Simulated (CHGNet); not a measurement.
# hcp Cd

All values below come from the machine-learned potential CHGNet-r²SCAN (trained on r²SCAN data).

Cell (relaxed at this level):

Cd has the hexagonal space group P6₃/mmc (No. 194), the hcp (Mg type) structure, Pearson symbol hP2. Cell: a = b = 2.9891 Å, c = 5.6287 Å, α = β = 90.00°, γ = 120.00°. Cd on 2c is surrounded by 6 Cd at 2.989 Å and 6 Cd at 3.301 Å (anticuboctahedral). (Neighbours: up to the widest gap in distance over summed covalent radii, below 1.35, at either atom.)

| Quantity | Result |
|---|---|
| lattice parameter a | 2.989 Å |
| lattice parameter c | 5.629 Å |
| volume per atom | 21.78 Å³/atom |

Measured, for comparison: lattice constant a 2.979 Å, lattice parameter c 5.617 Å (293 K, not corrected to a static lattice; as tabulated in Wikipedia's data pages). Computed (rounded) less measured: lattice constant a +0.3 %, lattice parameter c +0.2 %.

A machine-learned potential is trained on density-functional data: it inherits that level's misses and adds fitting errors of its own.

Note: the model gives imaginary modes for this phase (in the spectrum interpolated from a supercell).
